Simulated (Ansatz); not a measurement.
**NF3 (singlet): wave-function methods side by side, STO-3G**

The task here is to estimate one member of a computed series from the others.

The runs use Ansatz 0.2.0, Gaussian basis; STO-3G, core rule «outside noble gas», up to 4 orbitals frozen.

Plan: UHF; CCSD(T) on RHF; BCCD(T) on RHF; CISD; CCSDT(Q) on RHF; CISDTQ; CCSDTQ on RHF; CASSCF and MRCISD+Q, 20 electrons in 13 orbitals; CASSCF and NEVPT2, 20 electrons in 13 orbitals; Full CI.

18 further runs of the same task are left out: 1 that didn't finish, 17 set aside as unsound or not needed.

**The geometry**

The geometry is an MP2(full)/6-31G* stationary point (not a proven minimum).

4 atoms, charge 0, spin multiplicity 1.

Atoms are counted from 1 here; the program's logs count them from 0.

Bond lengths: N1–F2 1.383 Å, N1–F3 1.383 Å, N1–F4 1.383 Å. Angles: F2–N1–F3 101.6°, F2–N1–F4 101.6°, F3–N1–F4 101.6°.

Set-up of the first run:

Contents of in.yaml:

```yaml
crystal:
  periodic: [false, false, false]
  atoms:
    - {symbol: N, position_ang: [0.000000, 0.000000, 0.494981]}
    - {symbol: F, position_ang: [0.000000, 1.238218, -0.121643]}
    - {symbol: F, position_ang: [1.072328, -0.619109, -0.121643]}
    - {symbol: F, position_ang: [-1.072328, -0.619109, -0.121643]}
basis:
  gaussian: {orbitals: STO-3G}
magnetization: {spin_polarized: true, initial_magnetization: 0}
hamiltonian: {xc: hf}
output: {orbitals: {seedname: orbitals}}
```

Command:

```sh
$ ansatz run in.yaml --threads 1 --pin off --events-out ev --progress --plain --max-ram 3956MiB --backend cpu
```

Among the steps run: UHF; CCSD(T) on RHF; BCCD(T) on RHF; CISD; CCSDT(Q) on RHF; CISDTQ; CCSDTQ on RHF; CASSCF and MRCISD+Q, 20 electrons in 13 orbitals; CASSCF and NEVPT2, 20 electrons in 13 orbitals; Full CI.

One of the session's tables, all rows but one given; the rest of the session is left out.

```
          method  from FCI (kcal/mol)
             RHF               +94.93
            RMP2               +26.78
            CISD                +7.21
           RCCSD                +3.16
        RCCSD(T)                +0.98
         BCCD(T)                +1.02
          RCCSDT                    ?
          CISDTQ                +0.19
       RCCSDT(Q)                 0.00
         RCCSDTQ                 0.00
  CASSCF valence                +2.19
  NEVPT2 valence                +0.71
  MRCISD valence                +0.05
MRCISD+Q valence                +0.05
             FCI                    0
```

Q: Estimate the row for RCCSDT from the others.

The run gave: from FCI (kcal/mol): +0.11. In the column «from FCI (kcal/mol)» it lies between MRCISD+Q valence (+0.05) and CISDTQ (+0.19).
